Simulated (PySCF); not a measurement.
Run record for `COCC=S`: PBE0/def2-SVPD, TDA, 25 singlets.

Method: TDA PBE0/def2-SVPD, vertical, gas phase, core orbitals frozen in the response (PySCF 2.14.0, density-fitted response routines). Geometry: GFN2-xTB. The command runs a driver script over a list of jobs; the input below is this job's line of settings and its coordinates in Å.

Command:
```bash
OMP_NUM_THREADS=1 python probes_run.py task.json out
```

Input:
```
{"job": {"kind": "uv", "xc": "PBE0", "basis": "def2-SVPD", "nstates": 25, "ntriplets": 0, "tda": true}, "charge": 0, "multiplicity": 1}
C     -1.656860     0.432081    -0.067913
O     -0.315138     0.177383    -0.400317
C      0.471306    -0.177852     0.705784
C      1.877743    -0.390848     0.278245
S      3.071047    -0.826059     1.270486
H     -2.130850    -0.450517     0.378263
H     -2.161714     0.685508    -0.997191
H     -1.741235     1.270944     0.633638
H      0.438660     0.609816     1.480084
H      0.088271    -1.098650     1.181099
H      2.064194    -0.229136    -0.778558
```

Output:
```
coarse grid: 9688 points
cycle   1  E = -590.5589532638  dE =  5.186e-01  |g| = 4.970e-01  |ddm| = 4.287e+00
cycle   2  E = -590.4724623697  dE =  8.649e-02  |g| = 8.129e-01  |ddm| = 1.424e+00
cycle   3  E = -590.6118194709  dE = -1.394e-01  |g| = 8.989e-02  |ddm| = 8.892e-01
cycle   4  E = -590.6130417764  dE = -1.222e-03  |g| = 6.135e-02  |ddm| = 2.163e-01
cycle   5  E = -590.6140388454  dE = -9.971e-04  |g| = 1.137e-02  |ddm| = 9.482e-02
cycle   6  E = -590.6140735713  dE = -3.473e-05  |g| = 2.144e-03  |ddm| = 2.166e-02
cycle   7  E = -590.6140747628  dE = -1.191e-06  |g| = 3.920e-04  |ddm| = 4.096e-03
final grid: 88816 points
cycle   8  E = -590.6835066887  dE = -1.199e-05  |g| = 1.160e-02  |ddm| = 8.428e-02
cycle   9  E = -590.6834372645  dE =  6.942e-05  |g| = 1.998e-02  |ddm| = 3.492e-02
cycle  10  E = -590.6835361501  dE = -9.889e-05  |g| = 2.757e-03  |ddm| = 2.654e-02
cycle  11  E = -590.6835381801  dE = -2.030e-06  |g| = 3.711e-04  |ddm| = 3.909e-03
cycle  12  E = -590.6835382064  dE = -2.626e-08  |g| = 1.126e-04  |ddm| = 5.175e-04
cycle  13  E = -590.6835382094  dE = -3.005e-09  |g| = 2.476e-05  |ddm| = 1.707e-04
cycle  14  E = -590.6835382096  dE = -2.044e-10  |g| = 3.905e-06  |ddm| = 6.956e-05
converged SCF energy = -590.6835382096

Static polarisability (au): isotropic 64.779, principal 49.017 56.622 88.696

Singlet excitations
state   eV       nm        f      main configurations
  1   2.4737    501.2   0.00001   H->L 1.00
  2   4.4735    277.2   0.01750   H-1->L 0.93
  3   6.1851    200.5   0.00087   H-3->L 0.97
  4   6.2689    197.8   0.03429   H->L+1 0.75, H->L+2 0.17
  5   6.4824    191.3   0.32030   H-2->L 0.73
  6   6.7022    185.0   0.05711   H->L+2 0.61, H->L+4 0.24, H->L+1 0.12
  7   6.8302    181.5   0.04361   H->L+3 0.67, H->L+4 0.13, H->L+2 0.12
  8   6.8657    180.6   0.00682   H-4->L 0.93
  9   7.1889    172.5   0.01664   H-1->L+1 0.95
 10   7.1947    172.3   0.03191   H->L+4 0.56, H->L+3 0.25
 11   7.2574    170.8   0.00282   H->L+5 0.96
 12   7.7709    159.5   0.01507   H->L+6 0.92
 13   7.8499    157.9   0.00011   H-5->L 0.89
 14   7.9498    156.0   0.02980   H-1->L+2 0.84
 15   8.1544    152.0   0.00894   H-1->L+3 0.77, H-1->L+2 0.09
 16   8.1783    151.6   0.00097   H-1->L+4 0.73, H-1->L+6 0.20
 17   8.3843    147.9   0.00173   H->L+8 0.82
 18   8.3947    147.7   0.00676   H->L+7 0.74, H-1->L+5 0.13
 19   8.4493    146.7   0.02492   H-2->L+1 0.76
 20   8.5023    145.8   0.02664   H-1->L+5 0.76, H->L+7 0.09
 21   8.6465    143.4   0.08878   H->L+9 0.69, H-6->L 0.14
 22   8.7133    142.3   0.01446   H-6->L 0.65, H-1->L+6 0.10, H->L+9 0.09
 23   8.7178    142.2   0.03379   H-1->L+6 0.49, H-1->L+4 0.13, H-6->L 0.12
 24   8.8805    139.6   0.01414   H-2->L+2 0.79
 25   9.0022    137.7   0.04188   H->L+10 0.64
```

The SCF starts on a coarse grid where the log names one; the energy can jump when the final grid takes over, and dE then counts from the start density on the new grid. H and L stand for HOMO and LUMO; the number after each pair is its weight.

Problem. Give S1 in cm⁻¹ and kJ/mol.

Solution. 2.4737 eV × 8065.54 = 19952 cm⁻¹; × 96.485 = 238.7 kJ/mol.

Problem. How does the lowest singlet excitation compare with the HOMO–LUMO gap?

Solution. HOMO -6.69 eV and LUMO -2.41 eV give a gap of 4.28 eV; S1 at 2.47 eV lies 1.81 eV below it.

In short: SCF converged in 14 cycles with 158 basis and 578 fitting functions; HOMO -6.69 eV, LUMO -2.41 eV; lowest singlet 2.47 eV; mean polarisability 64.8 au.

Rough CPU time on one thread of a shared machine: about 30 s.

Conformer computed: `[CH3:1][O:2][CH2:3][CH:4]=[S:5]`: C1–O2–C3–C4 -178°, O2–C3–C4–S5 -179°.

One conformer stands for the species.
